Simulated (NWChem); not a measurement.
The numbers come from NWChem runs, not from measurements. System: C₂H₆S, charge 0, spin multiplicity 3, at the geometry of a parent with another charge or spin, in a state set for the comparison that need not be this species' ground state. Its SCF solution wasn't tested for a lower state. Level: UB2PLYP/def2-SVP, 7 core orbitals frozen.

The NWChem input:

```
start mol
memory heap 200 mb stack 900 mb global 1100 mb
geometry units angstroms nocenter noautoz
  C     -1.379091     0.000000     0.506946
  S      0.000000     0.000000    -0.654747
  C      1.379091     0.000000     0.506946
  H     -1.374213     0.899007     1.142935
  H     -2.302295     0.000000    -0.089572
  H     -1.374213    -0.899007     1.142935
  H      1.374213     0.899007     1.142935
  H      2.302295     0.000000    -0.089572
  H      1.374213    -0.899007     1.142935
  symmetry group C2v
end
basis spherical
  * library def2-svp
end
dft
  xc hfexch 0.53 becke88 0.47 lyp 0.73 mp2 0.27
  dftmp2
  odft
  mult 3
  semidirect memsize 60000000 filesize 0
  iterations 100
end
mp2
  freeze core 7
end
task dft energy
```

Part of the output:

```
             Northwest Computational Chemistry Package (NWChem) 7.3.0
             --------------------------------------------------------

                                NWChem Input Module
                                -------------------

 Scaling coordinates for geometry "geometry" by  1.889725989
 (inverse scale =  0.529177249)

 Turning off AUTOSYM since
 SYMMETRY directive was detected!

                             Geometry "geometry" -> ""
                             -------------------------

 Output coordinates in angstroms (scale by  1.889725989 to convert to a.u.)

  No.       Tag          Charge          X              Y              Z
 ---- ---------------- ---------- -------------- -------------- --------------
    1 C                    6.0000    -1.37909100     0.00000000     0.50694600
    2 S                   16.0000     0.00000000     0.00000000    -0.65474700
    3 C                    6.0000     1.37909100     0.00000000     0.50694600
    4 H                    1.0000    -1.37421300     0.89900700     1.14293500
    5 H                    1.0000    -2.30229500     0.00000000    -0.08957200
    6 H                    1.0000    -1.37421300    -0.89900700     1.14293500
    7 H                    1.0000     1.37421300     0.89900700     1.14293500
    8 H                    1.0000     2.30229500     0.00000000    -0.08957200
    9 H                    1.0000     1.37421300    -0.89900700     1.14293500

 Effective nuclear repulsion energy (a.u.)     110.7294865103

            Nuclear Dipole moment (a.u.)
            ----------------------------
        X                 Y               Z
 ---------------- ---------------- ----------------
     0.0000000000     0.0000000000    -0.0000075589

      Symmetry information
      --------------------

 Group name             C2v
 Group number             16
 Group order               4
 No. of unique centers     4

      Symmetry unique atoms

     1    2    4    5


 Summary of "ao basis" -> "" (spherical)
 ------------------------------------------------------------------------------
       Tag                 Description            Shells   Functions and Types
[...]
     2   0 2 0    -19.890012    -17.927706    -13.507038     11.544731
     2   0 1 1     -0.000000      0.000000     -0.000000      0.000000
     2   0 0 2    -22.846716    -42.322375    -34.748371     54.224030

                   NWChem MP2 Semi-direct Energy/Gradient Module
                   ---------------------------------------------

  Basis functions       =     76
  Molecular orbitals    =     76
  Frozen core           =      7
  Frozen virtuals       =      0
  Active alpha occupied =     11
  Active beta occupied  =      9
  Active alpha virtual  =     58
  Active beta virtual   =     60
  Use MO symmetry       = T
  Use skeleton AO sym   = T

  AO/Fock/Back tols     =   1.0D-09  1.0D-09  1.0D-09

 GA uses MA = F    GA memory limited = T

 Available:
  local mem=  4.43D+07
 global mem=  1.44D+08
 local disk=  0.00D+00
  mp2_memr nvloc                    58
  nvloc new                    58
   1 passes of  11:        3145728                      28052                   6317989.
   1 passes of  11: M     44323023           G      144167648           F      41177295.

 Semi-direct pass number   1 of   1  for UHF alpha       at        2.3s
  vrange nnbf                  2908
  mp2_eaftype                    24  avail_ma_in_mb                   386
 EAF : mp2_eaftype filesize          24    3158994.
  mp2_eaf for mointskh                     24
Node 0 wrote     14.8 Mb in      0.0 s     Agg I/O rate:  1286.5 Mb/s
 Done moints_semi at        4.0s
  mp2_eaftype                    24  avail_ma_in_mb                   386
 EAF : mp2_eaftype filesize          24    3158994.
  mp2_eaf for kh                    24
 Done maket at        4.1s
 Done multipass loop at        4.1s

 GA uses MA = F    GA memory limited = T

 Available:
  local mem=  4.43D+07
 global mem=  1.44D+08
 local disk=  0.00D+00
  mp2_memr nvloc                    60
  nvloc new                    60
   1 passes of   9:        3145728                      25553                   5349043.
   1 passes of   9: M     44323023           G      144167648           F      41177295.

 Semi-direct pass number   1 of   1  for UHF beta        at        4.1s
  vrange nnbf                  2908
  mp2_eaftype                    20  avail_ma_in_mb                   386
 EAF : mp2_eaftype filesize          20    2674522.
  mp2_eaf for mointskh                     20
Node 0 wrote     12.6 Mb in      0.0 s     Agg I/O rate:  2024.3 Mb/s
 Done moints_semi at        5.8s
  mp2_eaftype                    20  avail_ma_in_mb                   386
 EAF : mp2_eaftype filesize          20    2674522.
  mp2_eaf for kh                    20
 Done maket at        5.9s
 Done multipass loop at        5.9s

          -------------------------------------------
          DFT energy                    -477.232776956671
          Unscaled MP2 energy             -0.516732759176
          Total DFT+MP2 energy          -477.372294801649
          -------------------------------------------

 -----------------------
 Performance information
 -----------------------

 Timer overhead =  2.21D-07 seconds/call

               Nr. of calls         CPU time (s)                 Wall time (s)                GFlops
             ---------------    -------------------     ------------------------------   -------------------
Name         Min   Avg   Max    Min     Avg     Max     Min     Avg     Max   Mx/calls   Min     Max     Sum
mp2: moin     2     2     2    3.3     3.3     3.3      3.3     3.3     3.3     1.7      0.0     0.0     0.0
mp2: make     2     2     2   0.25    0.25    0.25     0.25    0.25    0.25    0.13      0.0     0.0     0.0
mp2: tota     1     1     1    3.6     3.6     3.6      3.6     3.6     3.6     3.6      0.0     0.0     0.0

 The average no. of pstat calls per process was 5.00D+00
 with a timing overhead of 1.10D-06s

 Task  times  cpu:        5.9s     wall:        5.9s

 Total times  cpu:        5.9s     wall:        5.9s
```
